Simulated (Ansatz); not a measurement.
# How far each method lies from full CI for [AlH$_{2}$···H···H], doublet

All five atoms lie in one plane.

Geometry: a point of a hydrogen-transfer path between rigid fragments, not a stationary point.

```xyz
5

Al   -0.0943    0.0000    0.0000
H    -0.8872    1.3734    0.0000
H    -0.8872   -1.3734    0.0000
H     1.7547    0.0000    0.0000
H     2.5437    0.0000    0.0000
```

Basis 6-31G; Ansatz 0.2.0. Correlated methods freeze the noble-gas cores, which leaves 7 electrons in 16 orbitals. R marks a restricted (for open shells ROHF) determinant, U an unrestricted one. Active spaces: valence = (7e, 8o) chosen from the atoms' valence shells; pair = (3e, 3o) about the gap.

Full CI is exact within this basis and frozen core; it isn't the basis-set limit. The frozen core follows each run's orbitals, which can shift R against U totals by a few meV.

For open shells CISD and CISDTQ are restricted-active-space CI with the open shells as a complete middle space.

The UHF ⟨S²⟩ is 0.765. The T1 diagnostic (RCCSD) is 0.0193, the largest doubles amplitude (RCCSD) is 0.043 and the T1 diagnostic (UCCSD) is 0.0143.

| level | E − E(full CI) (meV) | share of correlation (%) | wall time |
| --- | --- | --- | --- |
| RHF | 2019 | 0.00 | – |
| UHF | 1918 | 4.98 | – |
| RMP2 | 627 | 68.94 | – |
| UMP2 | 617 | 69.43 | – |
| CISD | 96 | 95.25 | 0.42 s |
| RCCSD | 33 | 98.37 | – |
| UCCSD | 33 | 98.37 | – |
| RCCSD(T) | 12 | 99.43 | 0.67 s |
| UCCSD(T) | 12 | 99.41 | 0.57 s |
| BCCD(T) | 12 | 99.42 | 0.57 s |
| RCCSDT | 1 | 99.95 | – |
| UCCSDT | 1 | 99.96 | – |
| CISDTQ | 2 | 99.92 | 1.3 s |
| RCCSDT(Q) | 0 | 99.99 | 2.4 s |
| UCCSDT(Q) | 0 | 99.99 | 2.2 s |
| RCCSDTQ | 0 | 100.00 | 12 s |
| UCCSDTQ | 0 | 100.01 | 12 s |
| CASSCF (pair space) | 1471 | 27.12 | – |
| NEVPT2 (pair space) | 488 | 75.83 | 0.36 s |
| CASSCF (valence space) | 513 | 74.60 | – |
| NEVPT2 (valence space) | 169 | 91.65 | 2.4 s |
| MRCISD (valence space) | 17 | 99.16 | – |
| MRCISD+Q (valence space) | 11 | 99.48 | 3.1 s |

The correlation energy at full CI, counted from RHF, is -2.019 eV. That run took 2.4 s on 1 thread of Arm Neoverse V1, shared host over 272,520 determinants.

Times hold each run's SCF and search for its determinant on a shared host, so for small cases they say little of a method's own cost; they ran on 1 thread of Arm Neoverse V1.

The full-CI state has the irrep A1 of C2v, in the program's axes.

Natural occupations of full CI about the gap: 1.971 1.965 1.961 0.994 0.033 0.023 0.021 0.013 0.005 0.005; effectively unpaired electrons, Σ n²(2−n)², 1.02.
